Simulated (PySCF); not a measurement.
## Bond curve of SiP

Set-up: basis Si def2-SVP, P def2-SVP; no relativity; PySCF 2.14. Energies in eV from Si + P in their ground configurations at the same level. State: ²Π (doublet), unpaired electrons π ↑.

All columns are B3LYP. A positive dipole means Si(−)P(+).

```
R (Å)  E (eV)  μ (D)  Mulliken charge on Si (basis-dependent)  HOMO (eV)  LUMO (eV)  Mayer bond order  ⟨S²⟩
1.790  -2.209  -0.10                                     0.04      -6.54      -5.56              2.24  0.75
1.873  -2.997  -0.28                                     0.06      -6.60      -5.33              2.24  0.75
1.956  -3.440  -0.46                                     0.09      -6.64      -5.12              2.24  0.75
2.019  -3.605  -0.60                                     0.10      -6.64      -4.97              2.24  0.75
2.081  -3.660  -0.73                                     0.12      -6.49      -4.83              2.24  0.75
2.143  -3.630  -0.86                                     0.13      -6.34      -4.71              2.24  0.76
2.227  -3.493  -1.03                                     0.14      -6.15      -4.56              2.24  0.76
2.331  -3.215  -1.22                                     0.15      -5.94      -4.39              2.21  0.79
2.456  -2.807  -1.33                                     0.15      -5.73      -4.22              2.04  0.95
2.622  -2.271  -1.38                                     0.14      -5.61      -4.05              1.68  1.25
```

A fit through these points gives, at Re = 2.088 Å, μ = -0.75 D and dμ/dR = -2.12 D/Å; the reduced mass is 14.7 u.

**Question.** How strong is the fundamental in the double-harmonic approximation, I = 42.26·(dμ/dR)²/μred km/mol?

**Answer.** I = 42.26·(-2.12)²/14.7 = 12.9 km/mol at B3LYP.

⟨S²⟩ of the unrestricted solution departs from its pure value on part of the curve, where spin states mix. The state is the lowest determinant that a PBE0 search found; another state may lie lower at other levels.
